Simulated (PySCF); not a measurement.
# H2O2 (hydrogen peroxide) at 5 levels

Aim: a comparison of 5 runs (HF/STO-3G, B3LYP/6-31G**, PBE0/def2-SVP, M06-2X/6-311+G**, TPSS/pcseg-2) of H2O2 (hydrogen peroxide). Input form: a Python script.

The calculation is run with PySCF 2.14.0.

## (1) The structure to begin with

H2O2: 4 atoms, total charge 0, spin state singlet. SMILES: `OO`. The shape is that of a PBE0-D4/def2-TZVP optimisation.

Bond lengths: O1–O2 1.426 Å, O1–H3 0.965 Å, O2–H4 0.965 Å. Angles: O1–O2–H4 101.1°, O2–O1–H3 101.1°.

## (2) Energy and forces at HF/STO-3G (run 1)

The input, start.xyz:

```xyz
4
H2O2
O     -0.486800    -0.581100     0.030600
O      0.048300     0.728400     0.206900
H      0.186400    -1.117000     0.467400
H      0.252100     0.969800    -0.704900
```

The input, job.py:

```python
from pyscf import gto

mol = gto.M(
    atom='start.xyz',
    max_memory=1860,
    basis='sto-3g',
    verbose=3,
)

myscf = mol.RHF()
myscf.conv_tol = 1e-10
myscf.kernel()
if not myscf.converged:
    myscf = myscf.newton().run(myscf.mo_coeff, myscf.mo_occ)

e_final = myscf.e_tot
print('E = %.10f Eh' % e_final)
grad = myscf.nuc_grad_method().kernel()
dip = myscf.dip_moment()
pop, q = myscf.mulliken_pop()
```

The run is started by

```sh
OMP_NUM_THREADS=1 python job.py
```

The program printed:

```text
converged SCF energy = -148.760540624267
E = -148.7605406243 Eh
--------------- RHF gradients ---------------
         x                y                z
0 O     0.0192530341    -0.0619198685     0.0189557414
1 O     0.0230944405     0.0477115249    -0.0418814305
2 H    -0.0334302278     0.0258948921    -0.0228129861
3 H    -0.0089172468    -0.0116865485     0.0457386751
----------------------------------------------
Dipole moment(X, Y, Z, Debye):  1.32020, -0.44327, -0.71499
 ** Mulliken pop  **
pop of  0 O 1s            1.99816
pop of  0 O 2s            1.85993
pop of  0 O 2px           1.52937
pop of  0 O 2py           0.97615
pop of  0 O 2pz           1.83837
pop of  1 O 1s            1.99816
pop of  1 O 2s            1.85994
pop of  1 O 2px           1.83168
pop of  1 O 2py           1.15953
pop of  1 O 2pz           1.35266
pop of  2 H 1s            0.79802
pop of  3 H 1s            0.79802
 ** Mulliken atomic charges  **
charge of    0O =     -0.20199
charge of    1O =     -0.20198
charge of    2H =      0.20198
charge of    3H =      0.20198
```

Wall time 2.1 s (1 thread of Intel Xeon at 2.50GHz (Skylake/Cascade Lake), shared host); peak memory 0.12 GiB.

## (3) Energy and gradient at B3LYP/6-31G(d,p) (spherical functions) (run 2)

The input, job.py:

```python
from pyscf import gto, dft

molecule = gto.M(
    atom=[
    ('O', (-0.486800, -0.581100, 0.030600)),
    ('O', (0.048300, 0.728400, 0.206900)),
    ('H', (0.186400, -1.117000, 0.467400)),
    ('H', (0.252100, 0.969800, -0.704900)),
],
    basis='6-31g**',
    verbose=3,
    max_memory=1860,
)

mf = dft.RKS(molecule, xc='b3lyp')
mf.conv_tol = 1e-10
mf.grids.level = 5
mf.kernel()
if not mf.converged:
    mf = mf.newton().run(mf.mo_coeff, mf.mo_occ)

e_final = mf.e_tot
print('E(%s) = %.9f' % ('B3LYP', e_final))
grad = mf.nuc_grad_method().kernel()
mf.analyze()
```

The run is started by

```sh
OMP_NUM_THREADS=1 python job.py
```

The program printed:

```text
converged SCF energy = -151.539643828913
[... 11 lines left out ...]
MO #3   energy= -1.12150073120229  occ= 2
[... 6 lines left out ...]
MO #10  energy= 0.042090570162939  occ= 0
[... 6 lines left out ...]
MO #17  energy= 0.924951309675656  occ= 0
[... 6 lines left out ...]
MO #24  energy= 1.4860368327486    occ= 0
[... 6 lines left out ...]
MO #31  energy= 2.39576031887016   occ= 0
[... 6 lines left out ...]
MO #38  energy= 3.47110216005568   occ= 0
[... 5 lines left out ...]
Dipole moment(X, Y, Z, Debye):  1.58295, -0.53152, -0.85733
```

It took 11 s on 1 thread of Intel Xeon at 2.50GHz (Skylake/Cascade Lake), shared host; peak memory 0.42 GiB.

## (4) Energy and forces at PBE0/def2-SVP (run 3)

The input, calc.py:

```python
import pyscf.grad
from pyscf import gto, dft

mol = gto.Mole()
mol.atom = 'O -0.486800 -0.581100 0.030600; O 0.048300 0.728400 0.206900; H 0.186400 -1.117000 0.467400; H 0.252100 0.969800 -0.704900'
mol.max_memory = 1860
mol.verbose = 4
mol.basis = 'def2-svp'
mol.charge = 0
mol.build()

mf = dft.RKS(mol)
mf.xc = 'pbe0'
mf.conv_tol = 1e-10
mf.grids.level = 5
mf.kernel()
if not mf.converged:
    mf = mf.newton().run(mf.mo_coeff, mf.mo_occ)

e_final = mf.e_tot
print('E = %.10f Eh' % e_final)
grad = mf.Gradients().kernel()
dip = mf.dip_moment()
pop, q = mf.mulliken_pop()
```

The run is started by

```sh
OMP_NUM_THREADS=1 python calc.py
```

The program printed:

```text
PySCF version 2.14.0

[... 67 lines left out ...]
converged SCF energy = -151.263775074888
[... 12 lines left out ...]
Dipole moment(X, Y, Z, Debye):  1.60050, -0.53740, -0.86682
[... 43 lines left out ...]
charge of    3H =      0.19526
```

Wall time 13 s (1 thread of Intel Xeon at 2.50GHz (Skylake/Cascade Lake), shared host); peak memory 0.42 GiB.

Run 4 isn't shown in full; the table further down has it.

## (5) Energy and gradient at TPSS/pcseg-2 (run 5)

The input, mol.xyz:

```xyz
4
H2O2
O     -0.486800    -0.581100     0.030600
O      0.048300     0.728400     0.206900
H      0.186400    -1.117000     0.467400
H      0.252100     0.969800    -0.704900
```

The input, job.py:

```python
import pyscf.grad
from pyscf import gto, dft

mol = gto.Mole()
mol.atom = 'mol.xyz'
mol.basis = 'pcseg-2'
mol.verbose = 4
mol.max_memory = 1860
mol.charge = 0
mol.build()

calc0 = dft.RKS(mol, xc='tpss')
calc0.conv_tol = 1e-10
calc0.grids.level = 5
calc0.kernel()
if not calc0.converged:
    calc0 = calc0.newton().run(calc0.mo_coeff, calc0.mo_occ)

e_tot = calc0.e_tot
print('E = %.10f Eh' % e_tot)
grad = calc0.Gradients().kernel()
calc0.analyze()
```

The run is started by

```sh
OMP_NUM_THREADS=1 python job.py
```

The program printed:

```text
PySCF version 2.14.0

[... 97 lines left out ...]
MO #3   energy= -1.06258462735488  occ= 2
[... 16 lines left out ...]
MO #20  energy= 0.433047473593888  occ= 0
[... 16 lines left out ...]
MO #37  energy= 1.88262765884418   occ= 0
[... 16 lines left out ...]
MO #54  energy= 3.76309997486124   occ= 0
[... 16 lines left out ...]
MO #71  energy= 5.28070670570155   occ= 0
[... 16 lines left out ...]
MO #88  energy= 9.41835742470697   occ= 0
[... 95 lines left out ...]
Dipole moment(X, Y, Z, Debye):  1.49830, -0.50309, -0.81147
```

Wall time 53 s (1 thread of Intel Xeon at 2.50GHz (Skylake/Cascade Lake), shared host); peak memory 0.85 GiB.

## (6) Overview of the runs

| run | level | integration grid | energy (Eh) | dipole moment (D) | HOMO energy (eV) | LUMO energy (eV) | wall time |
| --- | --- | --- | --- | --- | --- | --- | --- |
| 1 | HF/STO-3G | – | -148.760541 | 1.57 | -9.92 | 13.16 | 2.1 s |
| 2 | B3LYP/6-31G** (spherical functions) | 5 | -151.539644 | 1.88 | -7.31 | 1.15 | 11 s |
| 3 | PBE0/def2-SVP | 5 | -151.263775 | 1.90 | -7.75 | 1.36 | 13 s |
| 4 | M06-2X/6-311+G** | 5 | -151.535168 | 1.97 | -10.20 | 1.34 | 27 s |
| 5 | TPSS/pcseg-2 | 5 | -151.633217 | 1.78 | -6.45 | -0.64 | 53 s |

## (7) Outcome

| quantity | value |
| --- | --- |
| run 5: total energy | -151.63322 Eh |
| run 5: dipole moment | 1.78 D |
| run 5: HOMO energy | -6.45 eV |
| run 5: LUMO energy | -0.64 eV |
| run 5: HOMO–LUMO gap | 5.81 eV |
| run 5: largest force on an atom | 1.277 eV/Å |

In words: The dipole moment (its size) runs from 1.57 D (HF/STO-3G) to 1.97 D (M06-2X/6-311+G**). The two ends differ in method and basis. The HOMO–LUMO gap runs from 5.81 eV (TPSS/pcseg-2) to 23.08 eV (HF/STO-3G). Totals of different functionals can't be ranked against each other. In run 1 the basis is minimal, so the values are rough. All runs together took 1.8 min, the longest 53 s.
